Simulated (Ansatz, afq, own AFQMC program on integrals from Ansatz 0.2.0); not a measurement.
## CH₄Si, singlet: AFQMC among the cluster methods

```xyz
6

Si    0.0000    0.0000    0.5299
C     0.0000    0.0000   -1.1689
H     0.0000    1.2445    1.3276
H     0.0000   -1.2445    1.3276
H     0.0000    0.9175   -1.7458
H     0.0000   -0.9175   -1.7458
```

Connectivity, by distances: SiH2–CH2.

Basis 6-31G. Only valence electrons are correlated. AFQMC by an in-house program on the Cholesky factors that Ansatz 0.2.0 writes for its CCSD(T) run. The CISD trial takes its coefficients from CCSD amplitudes. Released means that phaseless walkers are propagated on without the constraint, phases kept. Free AFQMC starts from the CCSD state and is never constrained. Its projection time is finite, and what remains of the start isn't in its error. Error bars are statistical, one sigma.

Determinant: RHF, the one that the program's search chose, which needn't be the lowest solution. The geometry is a point of a scan.

No full CI on the walks' own integrals is used here; CCSDT(Q) serves as the reference and is uncertain by about the last step of the cluster series.

Cautions: higher spins were not checked; restricted determinant unstable towards unrestricted (UHF 126 meV lower, ⟨S²⟩ 0.38); released walk and highest rung disagree (by 18 meV at 2.40 1/Eh).

The T1 diagnostic is 0.0120, the weight of the determinant in the CISD state is 0.879 and the size of the correlated space is 12 electrons in 24 orbitals.

```json
{"level": "MP2", "correlation energy (eV)": "-4.1966"}
{"level": "CCSD", "correlation energy (eV)": "-4.9864"}
{"level": "CCSD(T)", "correlation energy (eV)": "-5.1212"}
```

Task: Estimate where free-projection AFQMC lies against CCSD(T) on the same integrals.

Result: 0.33 ± 0.23 kcal/mol below CCSD(T). The gap is under twice the noise, so this walk alone can't tell the two apart.

Reference: CCSDT(Q), correlation energy -5.145 eV. The released energy is read at 2.40 1/Eh (meV from the phaseless value at times in 1/Eh: 7 ± 8 at 0.24, -5 ± 6 at 0.51, -10 ± 7 at 0.99, 7 ± 7 at 1.62, 14 ± 6 at 2.40).

| level | E − E(reference) (kcal/mol) | share of correlation (%) |
| --- | --- | --- |
| CCSD(T) | 0.56 | 99.53 |
| CCSDT | 0.27 | 99.78 |
| ph-AFQMC/CISD | 0.09 ± 0.26 | 99.92 |
| released AFQMC | 0.42 ± 0.15 | 99.65 |
| free AFQMC | 0.23 ± 0.23 | 99.81 |

Free projections are given only where their last times agree within the noise and don't stop above the reference; a slow remainder of the start can still hide under it. A walk keeps the symmetry of its determinant, which the program's search chose and which needn't be the lowest solution, so a lower state of the same spin and another symmetry isn't excluded. Released energies are given only where the last usable release times agree within the noise; a slower fall can still hide under it.
